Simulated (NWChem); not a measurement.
System: CH₂ cation, doublet

Input file for NWChem:

```
start job
memory heap 200 mb stack 900 mb global 1100 mb
charge 1
geometry units angstroms noautoz
  C     -0.093706    -0.017169     0.000000
  H      0.265847     0.048710    -1.035808
  H      0.265847     0.048710     1.035808
end
basis spherical
  C library def2-tzvp
  H library def2-tzvp
end
dft
  odft
  mult 2
  xc xpbe96 cpbe96
  iterations 150
  mulliken
end
task dft energy
```

NWChem printed, in part:

```
             Northwest Computational Chemistry Package (NWChem) 7.3.0
             --------------------------------------------------------

 C2V symmetry detected

                             Geometry "geometry" -> ""
                             -------------------------

 Output coordinates in angstroms (scale by  1.889725989 to convert to a.u.)

  No.       Tag          Charge          X              Y              Z
 ---- ---------------- ---------- -------------- -------------- --------------
    1 C                    6.0000     0.00000000     0.00000000    -0.09138463
    2 H                    1.0000     1.03580800     0.00000000     0.27415388
    3 H                    1.0000    -1.03580800     0.00000000     0.27415388

 Effective nuclear repulsion energy (a.u.)       6.0366119838

      Symmetry information
      --------------------

 Group name             C2v
 Group number             16
 Group order               4
 No. of unique centers     2

  pbe96 is a nonlocal functional; adding pw91lda local functional.

                                 NWChem DFT Module
                                 -----------------

 Summary of "ao basis" -> "ao basis" (spherical)
 ------------------------------------------------------------------------------
       Tag                 Description            Shells   Functions and Types
 ---------------- ------------------------------  ------  ---------------------
 C                         def2-tzvp                11       31   5s3p2d1f
 H                         def2-tzvp                 4        6   3s1p

      Symmetry analysis of basis
      --------------------------

        a1         19
        a2          4
        b1         12
        b2          8

            General Information
            -------------------
          SCF calculation type: DFT
          Wavefunction type:  spin polarized.
          No. of atoms     :     3
          No. of electrons :     7
           Alpha electrons :     4
            Beta electrons :     3
          Charge           :     1
          Spin multiplicity:     2
          Use of symmetry is: on ; symmetry adaption is: on
          Maximum number of iterations: 150
          AO basis - number of functions:    43
                     number of shells:    19
          Convergence on energy requested:  1.00D-06
          Convergence on density requested:  1.00D-05
          Convergence on gradient requested:  5.00D-04

              XC Information
              --------------
          PerdewBurkeErnzerhof Exchange Functional  1.000
            Perdew 1991 LDA Correlation Functional  1.000 local
           PerdewBurkeErnz. Correlation Functional  1.000 non-local

             Grid Information
             ----------------
          Grid used for XC integration:  medium
          Radial quadrature: Mura-Knowles
          Angular quadrature: Lebedev.
          Tag              B.-S. Rad. Rad. Pts. Rad. Cut. Ang. Pts.
          ---              ---------- --------- --------- ---------
          C                   0.70       49           7.0       434
          H                   0.35       45           8.0       434
          Grid pruning is: on
          Number of quadrature shells:    94
          Spatial weights used:  Erf1

      Superposition of Atomic Density Guess
      -------------------------------------

 Sum of atomic energies:         -38.67094660

 Renormalizing density from       8.00 to      7

      Non-variational initial energy
      ------------------------------

 Total energy =     -35.118388
 1-e energy   =     -55.128721
 2-e energy   =      13.973721
 HOMO         =      -0.683748
 LUMO         =      -0.652429

   Symmetry analysis of molecular orbitals - initial alpha
   -------------------------------------------------------

  Numbering of irreducible representations:

     1 a1          2 a2          3 b1          4 b2

  Orbital symmetries:

     1 a1          2 a1          3 b1          4 a1          5 b2
     6 a1          7 b1          8 a1          9 a1         10 b2
    11 b1         12 a1         13 b1         14 a2

   Symmetry analysis of molecular orbitals - initial beta
   ------------------------------------------------------

  Numbering of irreducible representations:

     1 a1          2 a2          3 b1          4 b2

  Orbital symmetries:

     1 a1          2 a1          3 b1          4 a1          5 b2
     6 a1          7 b1          8 a1          9 a1         10 b2
    11 b1         12 a1         13 b1         14 a2

     ---------------------------------------------
      Total Density - Mulliken Population Analysis
     ---------------------------------------------

    Atom       Charge   Shell Charges
 -----------   ------   -------------------------------------------------------
    1 C    6     5.78   0.88  1.10  0.81  0.71  0.13  1.08  0.88  0.18  0.01  0.01  0.00
    2 H    1     0.61   0.20  0.34  0.04  0.02
    3 H    1     0.61   0.20  0.34  0.04  0.02

     --------------------------------------------
      Spin Density - Mulliken Population Analysis
     --------------------------------------------

    Atom       Charge   Shell Charges
 -----------   ------   -------------------------------------------------------
    1 C    6     0.95   0.00 -0.00  0.02  0.03  0.00  0.44  0.37  0.10  0.00 -0.00  0.00
    2 H    1     0.03   0.01  0.01  0.00  0.00
    3 H    1     0.03   0.01  0.01  0.00  0.00

   convergence    iter        energy       DeltaE   RMS-Dens  Diis-err
 ---------------- ----- ----------------- --------- --------- ---------
 d= 0,ls=0.0,diis     1    -38.6922544662 -4.47D+01  4.67D-03  1.12D-01
                                                     4.67D-03  1.07D-01
 d= 0,ls=0.0,diis     2    -38.7065032641 -1.42D-02  2.56D-03  2.65D-02
                                                     1.86D-03  1.87D-02
 d= 0,ls=0.0,diis     3    -38.7165118220 -1.00D-02  5.92D-04  2.17D-03
                                                     5.19D-04  1.90D-03
 d= 0,ls=0.0,diis     4    -38.7176736300 -1.16D-03  3.17D-05  3.31D-06
                                                     2.26D-05  1.73D-06
 d= 0,ls=0.0,diis     5    -38.7176756833 -2.05D-06  7.66D-06  3.81D-07
                                                     4.28D-06  9.94D-08
 d= 0,ls=0.0,diis     6    -38.7176758336 -1.50D-07  2.02D-06  1.09D-08
                                                     1.59D-06  9.46D-09

         Total DFT energy =      -38.717675833644
      One electron energy =      -60.507071337157
           Coulomb energy =       21.435375650671
    Exchange-Corr. energy =       -5.682592131007
 Nuclear repulsion energy =        6.036611983850

 Numeric. integr. density =        6.999998930041

                  Occupations of the irreducible representations
                  ----------------------------------------------

                     irrep           alpha         beta
                     --------     --------     --------
                     a1                3.0          2.0
                     a2                0.0          0.0
                     b1                1.0          1.0
                     b2                0.0          0.0

                    DFT Final Alpha Molecular Orbital Analysis
                    ------------------------------------------

 Vector    2  Occ=1.000000D+00  E=-9.910775D-01  Symmetry=a1
              MO Center=  2.3D-17,  1.1D-32,  5.6D-02, r^2= 8.4D-01
   Bfn.  Coefficient  Atom+Function         Bfn.  Coefficient  Atom+Function
  ----- ------------  ---------------      ----- ------------  ---------------
     4      0.433513  1 C  s                  3      0.402500  1 C  s
     2     -0.229189  1 C  s                  1     -0.107380  1 C  s
    33      0.103810  2 H  s                 39      0.103810  3 H  s
    32      0.102255  2 H  s                 38      0.102255  3 H  s
     5      0.059137  1 C  s                  8      0.044152  1 C  pz

 Vector    3  Occ=1.000000D+00  E=-7.883200D-01  Symmetry=b1
              MO Center=  8.8D-17,  1.9D-16,  7.0D-02, r^2= 1.1D+00
   Bfn.  Coefficient  Atom+Function         Bfn.  Coefficient  Atom+Function
  ----- ------------  ---------------      ----- ------------  ---------------
     6      0.386120  1 C  px                 9      0.270297  1 C  px
    33      0.195351  2 H  s                 39     -0.195351  3 H  s
    32      0.153487  2 H  s                 38     -0.153487  3 H  s
    12      0.059358  1 C  px                34      0.027745  2 H  s
    40     -0.027745  3 H  s

 Vector    4  Occ=1.000000D+00  E=-6.146931D-01  Symmetry=a1
              MO Center=  1.0D-15,  1.5D-15, -2.3D-01, r^2= 8.8D-01
   Bfn.  Coefficient  Atom+Function         Bfn.  Coefficient  Atom+Function
  ----- ------------  ---------------      ----- ------------  ---------------
     8      0.493641  1 C  pz                11      0.428307  1 C  pz
     4     -0.193613  1 C  s                 14      0.147607  1 C  pz
     3     -0.110153  1 C  s                 33      0.091497  2 H  s
    39      0.091497  3 H  s                  2      0.059375  1 C  s
    32      0.053975  2 H  s                 38      0.053975  3 H  s

 Vector    5  Occ=0.000000D+00  E=-5.635360D-01  Symmetry=b2
              MO Center= -2.7D-16, -1.9D-15, -8.1D-02, r^2= 9.3D-01
   Bfn.  Coefficient  Atom+Function         Bfn.  Coefficient  Atom+Function
  ----- ------------  ---------------      ----- ------------  ---------------
     7      0.502493  1 C  py                10      0.468321  1 C  py
    13      0.188642  1 C  py

[...]
```

Level: PBE/def2-TZVP, spin-unrestricted. Structure relaxed at the PBE0-D3(BJ)/def2-TZVP, spin-unrestricted level. No stability test was run on the SCF state.
